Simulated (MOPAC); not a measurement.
Input file for MOPAC: PM3 on C2H4 (SMILES C=C).

```
PM3 1SCF PRECISE CHARGE=0 THREADS=1
C2H4

C      0.00000000 1    -0.59797089 1     1.47742864 1
C      0.00000000 1     0.42131196 1     2.33957848 1
H      0.92113351 1    -1.02957102 1     1.10653516 1
H     -0.92113351 1    -1.02957102 1     1.10653516 1
H     -0.92393815 1     0.85124826 1     2.70694633 1
H      0.92393815 1     0.85124826 1     2.70694633 1
```

The log:

```
*******************************************************************************
 **                                                                           **
 **                              MOPAC v23.2.5                                **
 **                                                                           **
 *******************************************************************************
 ** MOPAC's Digital Object Identifier: https://doi.org/10.5281/zenodo.6511958 **
 **                                                                           **
 ** Please cite the open-source release paper for use of this MOPAC version:  **
 ** J. E. Moussa and J. J. P. Stewart (2026)                                  **
 ** MOPAC: An open-source semiempirical molecular orbital program             **
 ** J. Open Source Softw., 11(119), 8025, https://doi.org/10.21105/joss.08025 **
 *******************************************************************************

                              PM3 CALCULATION RESULTS

 *******************************************************************************
 *  PM3        - The PM3 Hamiltonian to be used
 *
 *
 *
 *                 CHARGE ON SYSTEM = 0
 *
 *
 *
 *  PRECISE    - TIGHTER CRITERIA TO BE USED
 *  1SCF       - DO 1 SCF AND THEN STOP
 *  THREADS=1  - MULTI-THREADING NOT USED
 *  T=         - A TIME OF 172800.0 SECONDS REQUESTED
 *  DUMP=N     - RESTART FILE WRITTEN EVERY 7200.0 SECONDS REQUESTED
 *******************************************************************************
PM3 1SCF PRECISE CHARGE=0 THREADS=1
 C2H4

   ATOM   CHEMICAL          X               Y               Z
  NUMBER   SYMBOL      (ANGSTROMS)     (ANGSTROMS)     (ANGSTROMS)

     1       C          0.00000000  *  -0.59797089  *   1.47742864  *
     2       C          0.00000000  *   0.42131196  *   2.33957848  *
     3       H          0.92113351  *  -1.02957102  *   1.10653516  *
     4       H         -0.92113351  *  -1.02957102  *   1.10653516  *
     5       H         -0.92393815  *   0.85124826  *   2.70694633  *
     6       H          0.92393815  *   0.85124826  *   2.70694633  *



          CARTESIAN COORDINATES

    NO.       ATOM           X           Y           Z

     1         C          0.0000     -0.5980      1.4774
     2         C          0.0000      0.4213      2.3396
     3         H          0.9211     -1.0296      1.1065
     4         H         -0.9211     -1.0296      1.1065
     5         H         -0.9239      0.8512      2.7069
     6         H          0.9239      0.8512      2.7069

  H: (PM3): J. J. P. STEWART, J. COMP. CHEM. 10, 209 (1989).
  C: (PM3): J. J. P. STEWART, J. COMP. CHEM. 10, 209 (1989).

           Empirical Formula: C2 H4  =     6 atoms



      MOLECULAR POINT GROUP   :   D2h


      RHF CALCULATION, NO. OF DOUBLY OCCUPIED LEVELS = 6


 -------------------------------------------------------------------------------
 PM3 1SCF PRECISE CHARGE=0 THREADS=1
 C2H4



     1SCF WAS SPECIFIED, SO BFGS WAS NOT USED
     SCF FIELD WAS ACHIEVED


                              PM3 CALCULATION
                                                       MOPAC v23.2.5 Linux




          FINAL HEAT OF FORMATION =         16.95038 KCAL/MOL =      70.92039 KJ/MOL


          COSMO AREA              =         71.39 SQUARE ANGSTROMS
          COSMO VOLUME            =         53.20 CUBIC ANGSTROMS

          IONIZATION POTENTIAL    =         10.556599 EV
          HOMO LUMO ENERGIES (EV) =        -10.557  1.161
          NO. OF FILLED LEVELS    =          6
          MOLECULAR WEIGHT        =         28.0536         POINT GROUP:  D2h

          MOLECULAR DIMENSIONS (Angstroms)

            Atom       Atom       Distance
            H     5    H     3     3.08271
            H     6    H     4     2.95619
            C     1    C     2     0.00394


          SCF CALCULATIONS        =          1





   ATOM   CHEMICAL          X               Y               Z
  NUMBER   SYMBOL      (ANGSTROMS)     (ANGSTROMS)     (ANGSTROMS)

     1       C          0.00000000  *  -0.59797089  *   1.47742864  *
     2       C          0.00000000  *   0.42131196  *   2.33957848  *
     3       H          0.92113351  *  -1.02957102  *   1.10653516  *
     4       H         -0.92113351  *  -1.02957102  *   1.10653516  *
     5       H         -0.92393815  *   0.85124826  *   2.70694633  *
     6       H          0.92393815  *   0.85124826  *   2.70694633  *

                             CARTESIAN COORDINATES

   1    C        0.000000000    -0.597970890     1.477428640
   2    C        0.000000000     0.421311960     2.339578480
   3    H        0.921133510    -1.029571020     1.106535160
   4    H       -0.921133510    -1.029571020     1.106535160
   5    H       -0.923938150     0.851248260     2.706946330
   6    H        0.923938150     0.851248260     2.706946330


           Empirical Formula: C2 H4  =     6 atoms



      MOLECULAR POINT GROUP   :   D2h


                  EIGENVALUES
 -32.90093 -20.92762 -16.24729 -15.06223 -12.07169 -10.55660   1.16136   3.64128
   3.99151   4.16928   5.52491   5.67372


              NET ATOMIC CHARGES AND DIPOLE CONTRIBUTIONS

  ATOM NO.   TYPE          CHARGE      No. of ELECS.   s-Pop       p-Pop
    1          C          -0.156367        4.1564     1.18507     2.97129
    2          C          -0.155742        4.1557     1.18523     2.97051
    3          H           0.077814        0.9222     0.92219
    4          H           0.077814        0.9222     0.92219
    5          H           0.078241        0.9218     0.92176
    6          H           0.078241        0.9218     0.92176
 DIPOLE           X         Y         Z       TOTAL
 POINT-CHG.     0.000     0.004     0.002     0.005
 HYBRID        -0.000    -0.003    -0.003     0.004
 SUM            0.000     0.001    -0.002     0.002


          ATOMIC ORBITAL ELECTRON POPULATIONS

     Atom    s        px        py        pz
    1  C   1.18507   1.00594   0.97956   0.98579
    2  C   1.18523   1.00538   0.97922   0.98590
    3  H   0.92219
    4  H   0.92219
    5  H   0.92176
    6  H   0.92176

 **********************
 *                    *
 * JOB ENDED NORMALLY *
 *                    *
 **********************




 == MOPAC DONE ==
```

The run finished.

Cost: roughly 0.03 core-seconds.
